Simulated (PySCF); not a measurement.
# Excitation energies in several basis sets

Compound: sulfuryl fluoride, F2O2S.
SMILES: `O=S(=O)(F)F`

TDDFT with PBE0 (PySCF), vertical singlets, core orbitals frozen in the response, spherical d and f functions. Isolated species at its PBE0-D3(BJ)/def2-SVP geometry, gas phase.

Task: How do the low singlets change with the basis? Take 6-31G*, def2-SVP, 6-31+G*, def2-SVPD, aug-cc-pVDZ, def2-TZVP, def2-TZVPD and aug-cc-pVTZ.

Result: 

```json
{"basis": "6-31G*", "functions": "74", "diffuse": "no", "S1 (eV)": "8.05", "S2 (eV)": "8.39", "S3 (eV)": "8.68", "S4 (eV)": "9.59", "S5 (eV)": "9.59", "LUMO (eV)": "-0.32", "α (au)": "21.9"}
{"basis": "def2-SVP", "functions": "74", "diffuse": "no", "S1 (eV)": "8.21", "S2 (eV)": "8.55", "S3 (eV)": "8.64", "S4 (eV)": "9.58", "S5 (eV)": "9.75", "LUMO (eV)": "-0.27", "α (au)": "20.5"}
{"basis": "6-31+G*", "functions": "94", "diffuse": "yes", "S1 (eV)": "7.75", "S2 (eV)": "8.10", "S3 (eV)": "8.48", "S4 (eV)": "9.30", "S5 (eV)": "9.36", "LUMO (eV)": "-1.16", "α (au)": "26.6"}
{"basis": "def2-SVPD", "functions": "119", "diffuse": "yes", "S1 (eV)": "7.93", "S2 (eV)": "8.29", "S3 (eV)": "8.53", "S4 (eV)": "9.42", "S5 (eV)": "9.47", "LUMO (eV)": "-1.05", "α (au)": "28.9"}
{"basis": "aug-cc-pVDZ", "functions": "119", "diffuse": "yes", "S1 (eV)": "7.74", "S2 (eV)": "8.08", "S3 (eV)": "8.47", "S4 (eV)": "9.26", "S5 (eV)": "9.35", "LUMO (eV)": "-1.09", "α (au)": "28.7"}
{"basis": "def2-TZVP", "functions": "161", "diffuse": "no", "S1 (eV)": "8.18", "S2 (eV)": "8.51", "S3 (eV)": "8.76", "S4 (eV)": "9.63", "S5 (eV)": "9.71", "LUMO (eV)": "-0.46", "α (au)": "25.2"}
{"basis": "def2-TZVPD", "functions": "206", "diffuse": "yes", "S1 (eV)": "7.91", "S2 (eV)": "8.24", "S3 (eV)": "8.70", "S4 (eV)": "9.44", "S5 (eV)": "9.52", "LUMO (eV)": "-0.99", "α (au)": "29.1"}
{"basis": "aug-cc-pVTZ", "functions": "234", "diffuse": "yes", "S1 (eV)": "7.87", "S2 (eV)": "8.20", "S3 (eV)": "8.64", "S4 (eV)": "9.40", "S5 (eV)": "9.48", "LUMO (eV)": "-1.01", "α (au)": "29.1"}
```

States are compared by their number. Against the largest diffuse basis here (aug-cc-pVTZ, itself not a converged limit), sets without diffuse functions differ by up to 0.34 eV in S1 and 0.27 eV in S5; the smaller diffuse sets differ by up to 0.13 and 0.13 eV. State by state, the largest deviation of a set without diffuse functions is S1 0.34, S2 0.36, S3 0.11, S4 0.23, S5 0.27 eV. The same number needn't mean the same state in each row. Against aug-cc-pVTZ the polarisability deviates by -25% in 6-31G*, -29% in def2-SVP, -9% in 6-31+G*, -1% in def2-SVPD, -1% in aug-cc-pVDZ, -13% in def2-TZVP, 0% in def2-TZVPD.
